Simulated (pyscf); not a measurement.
`[SH][CH2][SnH3]` + `[H][H]` -> `[CH3][SnH3]` + `[SH2]`, a four-centre exchange (singlet surface; C–S, H–H broken, C–H, H–S formed). Optimised with ωB97X-D3(BJ)/def2-SVP in PySCF. Energies in kcal/mol from the separated reactants.

Small-basis levels: PySCF, no dispersion term, spherical d functions. AM1 to PM7: differences of heats of formation from MOPAC, which are fitted to 298 K values and so differ in kind from electronic energies by zero-point and thermal terms. Cost: rough CPU time at the saddle relative to B3LYP/6-31G*+LANL2DZ, from one job on a shared machine.

| level | barrier | reaction energy | cost |
|---|---|---|---|
| SVWN5/6-31G*+LANL2DZ | 71.5 | -17.2 | 1.0 |
| PBE/6-31G*+LANL2DZ | 77.0 | -18.1 | 1 |
| B3LYP/LANL2DZ | 75.0 | -22.2 | 0.7 |
| B3LYP/6-31G*+LANL2DZ | 84.4 | -20.5 | 1 |
| M06-2X/6-31G*+LANL2DZ | 91.1 | -17.6 | 2 |
| B3LYP/6-311+G**+LANL2DZ | 82.8 | -22.5 | 2 |
| PM3 | 91.8 | +4.1 | under 0.02 |
| PM6 | 90.2 | +18.8 | under 0.02 |
| PM7 | 96.2 | +27.2 | under 0.02 |
| ωB97M-D3(BJ)/def2-TZVP | 90.5 | -20.0 | – |

Against the last row the barrier runs from -19.1 (SVWN5/6-31G*+LANL2DZ) to +5.7 kcal/mol (PM7). ωB97M-D3(BJ)/def2-TZVP has limits of its own. The same reactants have a lower exit, to •H₂C–SH + SnH₃• + H₂ (no saddle counted: cutting one bond costs +60.9 kcal/mol at ωB97M-D3(BJ)/def2-TZVP, against +90.5 kcal/mol here). HS–CH₂–SnH₃ lies 29.1 kcal/mol over its isomer H₃C–SnH₂–SH (electronic energy, ωB97M-D3(BJ)/def2-TZVP). This is the saddle that the search found; another between the same sides may lie lower. One closed-shell reference is unstable to symmetry breaking; treat the single-reference values with care. In the def2 sets elements past Kr carry core potentials, without spin-orbit coupling.
